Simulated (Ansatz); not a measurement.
`FC1SCS1`. Total charge 0; spin multiplicity 1.

```xyz
8

F     0.780    0.116   -2.081
C     0.571    0.640   -0.834
S    -1.157    0.592   -0.312
C    -0.591   -0.623    0.910
S     1.165   -0.421    0.502
H     1.008    1.638   -0.837
H    -0.812   -0.312    1.929
H    -0.964   -1.629    0.724
```

(1) List the harmonic frequencies (cm⁻¹, unscaled) at PBE0-D4/def2-TZVP in Ansatz. (An estimate is asked.)

(2) Is this a minimum?

(3) Give the ideal-gas thermochemistry at 298.15 K and 1 bar (rigid rotor, harmonic oscillator; point group Cs, symmetry number 1).

Results:

(1) The calculation gave: 113, 314, 386, 486, 739, 741, 798, 811, 898, 1039, 1041, 1154, 1206, 1344, 1476, 3093, 3122, 3160.

(2) Yes, all 18 modes are real.

(3) Zero-point energy 131.1 kJ/mol; H(298) − E = 146.8 kJ/mol; entropy 311.0 J/(mol·K), of which translation 167.5, rotation 111.7, vibration 31.9; G(298) − E = 54.0 kJ/mol.
